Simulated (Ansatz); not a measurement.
Two structures of AlSiH5O, closed shell, reached by relaxing down either side of one saddle point (PBE0-D4/def2-TZVP). Energies are electronic, without zero-point energy. Ansatz 0.2.0; basis: def2-TZVPP and def2-QZVPP; cores frozen in the correlated methods. Extrapolation: Hartree–Fock as exp(−7.88 √X), correlation as X^−2.97. First:

```tsv
atom	x (Å)	y (Å)	z (Å)
Al1	-0.9381	-0.2775	-0.3279
Si2	1.4172	0.3321	-0.0649
H3	-1.6281	-0.6644	-1.7072
O4	-1.8756	-0.2786	1.0882
H5	1.7752	0.6705	1.3396
H6	2.3000	-0.7866	-0.5066
H7	1.7546	1.5069	-0.9205
H8	-2.8053	-0.5024	1.0993
```

Second:

Al1  (-1.583, 0.731, 1.406)
Si2  (1.565, 0.119, -0.610)
H3  (0.351, -0.723, -0.781)
O4  (-2.813, -0.329, 0.994)
H5  (2.045, 0.011, 0.790)
H6  (2.623, -0.360, -1.538)
H7  (1.232, 1.531, -0.921)
H8  (-3.420, -0.979, 0.660)
(Å)

Problem. Which bonds change from the first to the second?

Solution. AlSiH₅O ([OH][AlH][SiH3]) → AlHO ([OH][Al]) + SiH₄; bonds formed: Si2–H3; bonds broken: Al1–Si2, Al1–H3.

Problem. Give the saddle point's structure and its height above each. (Judge from chemistry; the value comes from the calculation.)

Solution. The calculation gives: 50.69 kcal/mol above the first and 36.59 kcal/mol above the second (CCSD(T) at an estimated basis limit (MP2 extrapolated from triple and quadruple zeta, plus CCSD(T) − MP2 in triple zeta)).
| atom | x (Å) | y (Å) | z (Å) |
| --- | --- | --- | --- |
| Al1 | -0.8279 | -0.0104 | 0.9787 |
| Si2 | 1.2686 | 0.2735 | -0.1808 |
| H3 | -0.3078 | -0.2560 | -0.7944 |
| O4 | -2.4721 | -0.4203 | 0.9282 |
| H5 | 2.3314 | 0.7218 | 0.7886 |
| H6 | 1.7872 | -1.0179 | -0.7106 |
| H7 | 1.1532 | 1.4020 | -1.1453 |
| H8 | -2.9328 | -0.6926 | 0.1356 |

No T1 diagnostic of these runs exceeds 0.016. The restricted Hartree–Fock reference is unstable towards an unrestricted one at one or more of these structures.

Losses and insertions of silylenes and their heavier kin drive the gas-phase chemistry of silicon and germanium vapour deposition.

Labels in which every atom is bracketed show which atoms are joined, not bond orders.

For scale, one of the runs: CCSD(T)/def2-TZVPP, 185 basis functions, launched by `ansatz run in.yaml --threads 2 --pin off --events-out ev --progress --plain --max-ram 4352MiB`. Time: 28 s of wall clock on 2 CPU threads of an Arm Neoverse V2; the host was shared. Peak host memory: 1.7 GiB.
